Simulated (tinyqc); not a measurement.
Harmonic frequencies on the UHF/sto-3g surface (energies and gradients from PySCF), for H2O+, spin multiplicity 2, step by step. Computed by tinyqc, a small Python program that keeps every step (integrals from PySCF). Settings: charge = 1, multiplicity = 2, basis = sto-3g, delta = 0.01. Command: `OMP_NUM_THREADS=1 python tinyqc.py 26153 26154 out.jsonl` (the two numbers bound the seeds that draw the settings). One thread of a shared host (Intel(R) Xeon(R) Processor @ 2.60GHz), about 3 s of CPU time with the checks.

## One row of the Hessian: 1Oy

optimised positions (bohr):
```
          x        y       z
1O  -0.0928   0.0254  0.0461
2H   0.0222   1.6071  1.1840
3H   0.1179  -1.5853  1.1283
```

gradient at +delta (hartree/bohr):
```
            x          y          z
1O  -0.000214   0.007235   0.000144
2H  -0.000260  -0.003611  -0.002589
3H   0.000475  -0.003624   0.002445
```

gradient at -delta (hartree/bohr):
```
            x          y          z
1O   0.000236  -0.007237   0.000003
2H   0.000254   0.003508   0.002513
3H  -0.000490   0.003729  -0.002516
```

Displace 1Oy by +/-0.01 bohr; H(k, :) = (g(+) - g(-)) / (2 delta).

row of the Hessian (hartree/bohr^2): 1Ox -0.022506, 1Oy 0.723605, 1Oz 0.007066, 2Hx -0.025719, 2Hy -0.355968, 2Hz -0.255098, 3Hx 0.048225, 3Hy -0.367636, 3Hz 0.248032

## Hessian by finite differences

All rows are made in the same way, and the matrix is symmetrised.

Hessian (symmetrised) (hartree/bohr^2), lower triangle:
```
           1Ox        1Oy        1Oz       2Hx        2Hy       2Hz        3Hx        3Hy
1Ox   0.009837
1Oy  -0.022503   0.723605
1Oz   0.062155   0.007068   0.426665
2Hx  -0.002956  -0.025716  -0.025886  0.002557
2Hy  -0.017404  -0.355969  -0.198239  0.020964   0.377087
2Hz  -0.024037  -0.255084  -0.221132  0.022144   0.227281  0.201995
3Hx  -0.006880   0.048219  -0.036270  0.000398  -0.003559  0.001893   0.006481
3Hy   0.039908  -0.367637   0.191171  0.004752  -0.021117  0.027804  -0.044660   0.388755
3Hz  -0.038119   0.248016  -0.205537  0.003742  -0.029042  0.019139   0.034377  -0.218974

          3Hz
3Hz  0.186400
```

## Normal modes

masses (u): 1O 15.9949, 2H 1.0078, 3H 1.0078

Diagonalise H_ij / sqrt(m_i m_j); the 6 smallest eigenvalues belong to translations and rotations; wavenumber = sqrt(eigenvalue / 1822.888) x 219474.63; each mode has its largest component positive (the first on a tie); zero-point energy = sum of wavenumbers / 2, with 349.755 1/cm per kcal/mol.

eigenvalues of the mass-weighted Hessian (hartree/(bohr^2 u)): 0.0000  0.0000  0.0000  0.0000  0.0000  0.0000  0.1004  0.5443  0.5820

harmonic wavenumbers of the vibrations (1/cm): 1629.2  3792.5  3921.8

mass-weighted modes:
```
      mode 1   mode 2   mode 3
1Ox  -0.0400   0.0275   0.0084
1Oy   0.0036  -0.0025  -0.2788
1Oz  -0.2725   0.1878  -0.0049
2Hx   0.0916  -0.0374   0.0400
2Hy  -0.4081  -0.5769   0.5503
2Hz   0.5358  -0.3843   0.3959
3Hx   0.0676  -0.0723  -0.0733
3Hy   0.3940   0.5868   0.5603
3Hz   0.5498  -0.3640  -0.3764
```

zero-point energy = 13.3571 kcal/mol
